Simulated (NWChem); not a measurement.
System: Cl, doublet

Computed with NWChem. Pople sets run with spherical d functions. Spin-unrestricted. The open p shell is one determinant without spherical averaging. No stability test was run on the SCF state. Fermi-contact couplings, non-relativistic, static geometry.

| level | A(iso) 35Cl atom 1 (MHz) | <S²> |
|---|---|---|
| TPSSh/pcJ-1 | [?] | 0.752 |
| B3LYP/pcJ-1 | -7.3 | 0.752 |
| CAM-B3LYP/6-31G* | 41.1 | 0.752 |
| TPSSh/6-31G* | 58.6 | 0.752 |

Task: What belongs in the gaps?

Result: 
- TPSSh/pcJ-1, A(iso) 35Cl atom 1 (MHz): 7.9
